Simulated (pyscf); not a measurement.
PySCF, gas phase, ωB97X-D3(BJ)/def2-SVP geometries.

**Question.** List the bond dissociation enthalpies at 298 K of H₂N–GeH(Cl)–Cl from ωB97M-D3(BJ)/def2-TZVP, from the weakest bond up.

**Answer.** Ge–H to H₂N–Ge•(Cl)–Cl + H•: 79.2 kcal/mol; Ge–N to NH₂• + Cl–GeH•–Cl: 86.9 kcal/mol; Cl–Ge to H₂N–GeH•–Cl + Cl•: 96.1 kcal/mol; H–N to •HN–GeH(Cl)–Cl + H•: 109.4 kcal/mol. Ring and multiple bonds, and those that leave no two simple radicals, are not listed. •HN–GeH(Cl)–Cl lies 33.1 kcal/mol over its isomer H₂N–Ge•(Cl)–Cl, and others may lie lower still (electronic energy, ωB97M-D3(BJ)). Other isomers of H₂N–GeH•–Cl, H₂N–Ge•(Cl)–Cl were not searched in full and may lie lower. Left out: the spin-orbit lowering of Cl. Elements up to Kr have no core potential and no relativistic terms here.
